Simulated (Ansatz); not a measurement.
Consider the isomerisation: `NC1=COC1` → `CC(=N)C=O`.

Calculated with Ansatz (gas phase, PBE0-D4/def2-TZVP geometries, no zero-point term in ΔE). CCSD(T)/CBS adds triple-zeta CCSD(T) − MP2 to the extrapolated MP2 energy (def2 sets, frozen cores). DFT in def2-TZVPP. HSE06 is defined as in plane-wave codes. One conformer a species, not always the lowest.

Problem. Is it downhill or uphill in electronic energy at CCSD(T)/CBS, and by how much? (An estimate is asked.)

Solution. Ansatz gave: Downhill: ΔE = -134.5 kJ/mol.

Problem. What do these levels give: BLYP-D4, HSE06-D4, B2PLYP, PBE0, HSE06, LC-ωPBE, RPA@PBE/def2-TZVPP, CCSD(T)/def2-SVP, HF/def2-TZVPP, MP2/def2-TZVPP, HF/def2-QZVPP, HF/CBS(def2)? (An estimate is asked.)

Solution. The calculation gave: BLYP-D4 -148.1, HSE06-D4 -116.6, B2PLYP -142.3, PBE0 -116.9, HSE06 -116.5, LC-ωPBE -113.4, RPA@PBE/def2-TZVPP -144.8, CCSD(T)/def2-SVP -161.5, HF/def2-TZVPP -160.4, MP2/def2-TZVPP -134.1, HF/def2-QZVPP -159.7, HF/CBS(def2) -159.6 kJ/mol.

Largest T1 diagnostic among the species: 0.014.

From PBE to PBE0 (25 % exact exchange), in def2-TZVPP and without D4, ΔE moves by +4.3 kJ/mol. In def2-TZVPP, CCSD(T) changes the Hartree–Fock value by +19.5 kJ/mol (the triples alone add −0.2 kJ/mol) and MP2 by +26.4 kJ/mol. At CCSD(T), def2-SVP lies −27.0 kJ/mol from the extrapolated value and def2-TZVPP −6.4 kJ/mol.
